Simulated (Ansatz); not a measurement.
**HAlB, quartet: the ladder up to full CI**

Geometry: a point of a stretch scan, not a stationary point.

```xyz
3

B     0.0000    0.0000   -2.1447
Al    0.0000    0.0000   -0.2077
H     0.0000    0.0000    2.3523
```

Basis 6-31G; Ansatz 0.2.0. Correlated methods freeze the noble-gas cores, which leaves 7 electrons in 18 orbitals. Prefix R: restricted or restricted open-shell reference; prefix U: unrestricted. Active spaces: pair = (5e, 5o) about the gap; valence = (7e, 9o) chosen from the atoms' valence shells.

Full CI is exact within this basis and frozen core; it isn't the basis-set limit. The frozen core follows each run's orbitals, which can shift R against U totals by a few meV.

Unrestricted rows (U) aren't spin-pure: their determinants' ⟨S²⟩ exceeds S(S+1) by up to 0.48, so they mix in states of higher spin. For open shells CISD and CISDTQ are restricted-active-space CI with the open shells as a complete middle space.

The UHF ⟨S²⟩ is 4.229. The T1 diagnostic (RCCSD) is 0.0540, the largest doubles amplitude (RCCSD) is 0.272 and the T1 diagnostic (UCCSD) is 0.0782.

| level | E − E(RHF) (eV) |
| --- | --- |
| UHF | -0.5937 |
| RMP2 | -1.9555 |
| UMP2 | -2.0116 |
| RCCSD | -2.9507 |
| UCCSD* | -2.9529 |
| RCCSD(T) | -3.0964 |
| UCCSD(T)* | -3.0755 |

(1) Estimate how far full CI in 6-31G lies from RCCSD(T). The table doesn't fix it; the size of (T) and the diagnostics are the guide.

(1) Full CI in 6-31G lies 7.9 kJ/mol below RCCSD(T), which is 56 % of the (T) step (-14.1 kJ/mol). T1 is raised, a doubles amplitude is large, and the rest is a large part of (T). The miss exceeds 1 kcal/mol.

The other levels:

```tsv
level	E − E(full CI) (kJ/mol)	share of correlation (%)	wall time
CISD	37.9	87.65	1.1 s
BCCD(T)	7.8	97.46	2.3 s
RCCSDT	1.9	99.39	–
UCCSDT	2.2	99.29	–
CISDTQ	1.0	99.67	7 s
RCCSDT(Q)	0.4	99.86	4.5 s
UCCSDT(Q)	0.7	99.79	3.8 s
RCCSDTQ	0.2	99.95	21 s
UCCSDTQ	0.2	99.94	21 s
CASSCF (pair space)	193.5	36.92	–
NEVPT2 (pair space)	68.2	77.76	0.63 s
MRCISD (pair space)	20.2	93.43	–
MRCISD+Q (pair space)	5.5	98.21	0.99 s
CASSCF (valence space)	52.2	82.98	–
NEVPT2 (valence space)	15.6	94.91	2.5 s
MRCISD (valence space)	1.7	99.46	–
MRCISD+Q (valence space)	0.7	99.76	3.8 s
```

An asterisk marks runs whose energy the program itself flagged as in doubt.

The correlation energy at full CI, counted from RHF, is -3.179 eV. That run took 7.5 s on 1 thread of Arm Neoverse V1, shared host over 331,072 determinants.

Times hold each run's SCF and search for its determinant on a shared host, so for small cases they say little of a method's own cost; they ran on 1 thread of Arm Neoverse V1.

The full-CI state has the irrep A2 of C2v, in the program's axes (one component, if the state is degenerate).

Natural occupations of full CI about the gap: 1.942 1.777 0.989 0.970 0.970 0.212 0.047 0.047 0.021 0.006; effectively unpaired electrons, Σ n²(2−n)², 3.33.
